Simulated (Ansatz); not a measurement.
**BF (singlet): from Hartree-Fock to the top rungs at distance B1–F2 = 2.018 Å, 6-31G**

The task here is to estimate one member of a computed series from the others.

Method: 6-31G, core rule «outside noble gas», up to 2 orbitals frozen; program: Ansatz 0.2.0, Gaussian basis.

The runs, in order: UHF; CCSD(T) on RHF; CCSD(T) on UHF; BCCD(T) on RHF; CISD; CCSDT(Q) on RHF; CCSDT(Q) on UHF; CISDTQ; CCSDTQ on RHF; CCSDTQ on UHF; CASSCF and MRCISD+Q, 2 electrons in 2 orbitals; CASSCF and NEVPT2, 2 electrons in 2 orbitals; Full CI.

32 further runs of the same task are left out: 12 for a known fault of the program, 18 that didn't finish, 2 set aside as unsound or not needed. Runs told in other sessions of the task aren't counted.

**The system**

The geometry derives from a PBE0/def2-TZVP stationary point (not a proven minimum). One bond is set to the value named and the two fragments are kept rigid.

2 atoms, charge 0, spin multiplicity 1.

Atoms are counted from 1 here; the program's logs count them from 0.

No contacts short enough for the rule that draws bonds.

Geometry (Å):

```csv
atom,x (Å),y (Å),z (Å)
B1,0.0000,0.0000,0.0000
F2,0.0000,0.0000,2.0180
```

The first run:

The input, in.yaml:

```yaml
crystal:
  periodic: [false, false, false]
  atoms:
    - {symbol: B, position_ang: [0.000000, 0.000000, 0.000000]}
    - {symbol: F, position_ang: [0.000000, 0.000000, 2.018000]}
basis:
  gaussian: {orbitals: 6-31G}
magnetization: {spin_polarized: true, initial_magnetization: 0}
hamiltonian: {xc: hf}
output: {orbitals: {seedname: orbitals}}
```

Run with:

```sh
> ansatz run in.yaml --threads 1 --pin off --events-out ev --progress --plain --max-ram 2393MiB
```

Steps of the session up to this table: UHF; CCSD(T) on RHF; CCSD(T) on UHF; BCCD(T) on RHF; CISD; CCSDT(Q) on RHF; CCSDT(Q) on UHF; CISDTQ; CCSDTQ on RHF; CCSDTQ on UHF; CASSCF and MRCISD+Q, 2 electrons in 2 orbitals; CASSCF and NEVPT2, 2 electrons in 2 orbitals; Full CI.

One table of the session follows, with a row left open; its other results are not shown here.

```
       method  from FCI (meV)
          RHF         +5624.4
          UHF         +5624.1
         RMP2          +690.1
         CISD          +627.2
        RCCSD          +237.8
     RCCSD(T)               ?
      BCCD(T)           +35.5
       RCCSDT           +28.0
       CISDTQ           +36.5
    RCCSDT(Q)           -31.2
      RCCSDTQ            -2.1
  CASSCF pair         +4702.4
  MRCISD pair          +505.4
MRCISD+Q pair          +102.2
          FCI               0
```

**Question.** Estimate the row for RCCSD(T).

**Answer.** from FCI (meV): +51.5. In the column «from FCI (meV)» it lies between CISDTQ (+36.5) and MRCISD+Q pair (+102.2).

Not comparable, so not listed: CCSD(T) on UHF; CASSCF and NEVPT2, 2 electrons in 2 orbitals (they don't share determinant, frozen orbitals or solution with the rows shown, or repeat one).

Caveats from the session: RCCSDT(Q), RCCSDTQ fall below full CI, which methods that aren't variational can do. Warnings in the runs' records: passed over end.
